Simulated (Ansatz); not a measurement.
Calculation: PBE-D3(BJ)/def2-SVP (Ansatz, an electronic-structure program). No frequencies were computed at this level.

Ansatz 0.2 input:
```yaml
crystal:
  periodic: [false, false, false]
  atoms:
    - { symbol: S, position_ang: [0.665792, -0.000003, -0.000002] }
    - { symbol: H, position_ang: [-0.665792, 0.000003, 0.000002] }
basis:
  gaussian: { orbitals: def2-svp }
hamiltonian:
  xc: pbe
  dispersion: d3bj
relax:
  max_steps: 150
magnetization:
  spin_polarized: true
  initial_magnetization: 1
```

Output:

```
Functional definition: PBE
222 factors; integrals over basis functions are off by at most 1.8e-4 eV
mean field evaluation 1: about -10841.7969 eV, gradient 5.5e0 eV
mean field evaluation 2: about -10841.9302 eV, gradient 3.7e0 eV
mean field evaluation 4: about -10842.0053 eV, gradient 1.0e-1 eV
mean field evaluation 8: about -10842.0044 eV, gradient 4.3e-4 eV
mean field evaluation 16: about -10842.0044 eV, gradient 3.7e-5 eV
mean field -10842.00440590 eV, -398.4363129422 hartree, gradient 5.0e-5 eV, S^2 0.752430; 1 other end points of the search recorded, 0 dependent functions left out
reference -10842.00442065 eV, -398.4363134844 hartree; 9, 8 occupied and 14, 15 virtual orbitals, 222 factors
relax step   1: F+E_penalty+E_count = -10842.01432922 eV  Δ(F+E_penalty+E_count) = +0.000e0 eV  max|allowed force component| = 9.281e-1 eV/Å  Δτ_max = 0.0000 Å  (37 SCF iters, accepted)
these checks for a lower state are left out or cut short: starts, cluster_reference, orbital_swaps, neighbouring_geometries, increment
222 factors; integrals over basis functions are off by at most 1.9e-4 eV
mean field -10842.01754026 eV, -398.4367956211 hartree, gradient 2.9e-5 eV, S^2 0.752452; 0 other end points of the search recorded, 0 dependent functions left out
reference -10842.01755496 eV, -398.4367961615 hartree; 9, 8 occupied and 14, 15 virtual orbitals, 222 factors
relax step   2: F+E_penalty+E_count = -10842.02746263 eV  Δ(F+E_penalty+E_count) = -1.313e-2 eV  max|allowed force component| = 3.550e-1 eV/Å  Δτ_max = 0.0103 Å  (22 SCF iters, accepted)
these checks for a lower state are left out or cut short: starts, cluster_reference, orbital_swaps, neighbouring_geometries, increment
222 factors; integrals over basis functions are off by at most 1.9e-4 eV
mean field evaluation 32: about -10842.0200 eV, gradient 1.4e-5 eV
mean field -10842.01998620 eV, -398.4368855077 hartree, gradient 1.4e-5 eV, S^2 0.752467; 0 other end points of the search recorded, 0 dependent functions left out
reference -10842.02000086 eV, -398.4368860466 hartree; 9, 8 occupied and 14, 15 virtual orbitals, 222 factors
relax step   3: F+E_penalty+E_count = -10842.02990809 eV  Δ(F+E_penalty+E_count) = -2.445e-3 eV  max|allowed force component| = 1.624e-2 eV/Å  Δτ_max = 0.0067 Å  (23 SCF iters, accepted)
these checks for a lower state are left out or cut short: starts, cluster_reference, orbital_swaps, neighbouring_geometries, increment
222 factors; integrals over basis functions are off by at most 1.9e-4 eV
mean field -10842.01999159 eV, -398.4368857058 hartree, gradient 2.4e-5 eV, S^2 0.752468; 0 other end points of the search recorded, 0 dependent functions left out
reference -10842.02000625 eV, -398.4368862446 hartree; 9, 8 occupied and 14, 15 virtual orbitals, 222 factors
relax step   4: F+E_penalty+E_count = -10842.02991346 eV  Δ(F+E_penalty+E_count) = -5.372e-6 eV  max|allowed force component| = 1.608e-4 eV/Å  Δτ_max = 0.0003 Å  (16 SCF iters, accepted)
222 factors; integrals over basis functions are off by at most 1.9e-4 eV
mean field -10842.01999159 eV, -398.4368857058 hartree, gradient 2.4e-5 eV, S^2 0.752468; 2 other end points of the search recorded, 0 dependent functions left out
reference -10842.02000625 eV, -398.4368862446 hartree; 9, 8 occupied and 14, 15 virtual orbitals, 222 factors
Total energy: -10842.02992812 eV, -398.4372508667 hartree
Atom 0 at     0.683094    -0.000003    -0.000002 Å, force     0.000161    -0.000000    -0.000000 eV/Å
Atom 1 at    -0.683094     0.000003     0.000002 Å, force    -0.000161     0.000000     0.000000 eV/Å
Dipole moment:    -0.205803     0.000001     0.000001 e Å
```

Cost: about 1.6 core-seconds (a rough figure).
